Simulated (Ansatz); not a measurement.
Worked example: C2H3N + C3H8O2 → HOCN + C4H10O

Species: C2H3N (acetonitrile) `CC#N`, singlet; C3H8O2 (1,2-propanediol) `CC(O)CO`, singlet; HOCN `N#CO`, singlet; C4H10O (2-methyl-1-propanol) `CC(C)CO`, singlet. The partners trade CH3 for OH; both sit on C, so the bond types are kept.

Shapes, held fixed at every level: PBE0-D4/def2-TZVP. Flexible molecules stand in one conformer, not always the lowest. Programs: Ansatz 0.2.0. Electronic energies: no zero-point or thermal term.

At CCSD(T)/CBS estimate; 1 Eh = 2625.50 kJ/mol:

| species | energy (Eh) |
| --- | --- |
| C2H3N | -132.594918 |
| C3H8O2 | -269.315346 |
| HOCN | -168.480999 |
| C4H10O | -233.406904 |

Problem. Work out ΔE of the reaction at this level.

Solution. 
1. Products less reactants: (-168.480999) + (-233.406904) − [(-132.594918) + (-269.315346)] = 0.022361 Eh = +58.7 kJ/mol.

Other levels give +46.5 (PBE-D4/def2-TZVPP) to +67.5 kJ/mol (HF/def2-TZVPP). No measured value is set beside it here. The CBS estimate extrapolates MP2 from def2-TZVPP and def2-QZVPP and adds CCSD(T) − MP2 in the triple-zeta set, cores frozen.
